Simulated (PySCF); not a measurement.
# BCl₂, doublet: structure and spectrum

Level of theory: PySCF, UPBE0, basis B def2-TZVP, Cl def2-TZVP (no relativity, density fitting).

The structure is a minimum.

```json
{"Point group": "C2v", "Bond lengths": "B–Cl 1.720 Å (×2)", "Bond angles": "Cl–B–Cl 125.5°", "Rotational symmetry number": "2", "Entropy at 298.15 K and 1 bar (electronic part: spin only)": "270.1 J/(mol K)", "Lowest empty level (α)": "-1.97 eV", "Heat capacity Cp at 298.15 K": "45.4 J/(mol K)", "Principal quadrupole moments (Buckingham, traceless) about the centre of mass": "-1.81, 0.90, 0.91 D Å", "Atomisation energy without zero-point energy": "886 kJ/mol", "Enthalpy at 298.15 K above 0 K": "11.46 kJ/mol", "Rotational constants": "2.853, 0.1031, 0.09954 cm⁻¹", "Dipole moment": "0.31 D", "Zero-point energy": "11.9 kJ/mol", "Spin squared ⟨S²⟩": "0.753", "Highest occupied level (α)": "-6.43 eV", "Principal polarisabilities": "29.2, 33.3, 53.6 bohr³"}
```

Harmonic modes (masses in u: B 11.009, Cl 34.969):
| symmetry | ω (cm⁻¹) | IR (km/mol) | μ (u) |
| --- | --- | --- | --- |
| a1 | 284 | 0.7 | 24.17 |
| a1 | 703 | 21.4 | 14.37 |
| b2 | 1003 | 379 | 12.42 |

In C2v the vibrations span 2a1 + b2. Here b1 is antisymmetric to the molecular plane and b2 lies in it.

Charges (e):
| atom | Mulliken | Löwdin | polar tensor | spin (Mulliken) | Mayer order to B1 |
| --- | --- | --- | --- | --- | --- |
| B1 | 0.12 | -1.24 | 0.75 | 0.89 | – |
| Cl2,3 | -0.06 | 0.62 | -0.37 | 0.05 | 1.35 |

Mulliken populations on B1: s 3.10, p 1.61, d 0.16, f 0.02.

Outer orbital energies (eV). α occupied: -23.87, -14.71, -12.68, -11.36, -11.20, -9.95, -9.69, -6.43; empty: -1.97, 1.65, 1.90, 2.52. β occupied: -24.57, -23.74, -14.32, -12.42, -11.10, -10.80, -9.96, -9.54; empty: -1.96, -1.21, 1.90, 2.12.

Only a few start shapes were tried, so a lower isomer may exist.

The final relaxation and frequency run took about 50 core-seconds on a shared host.
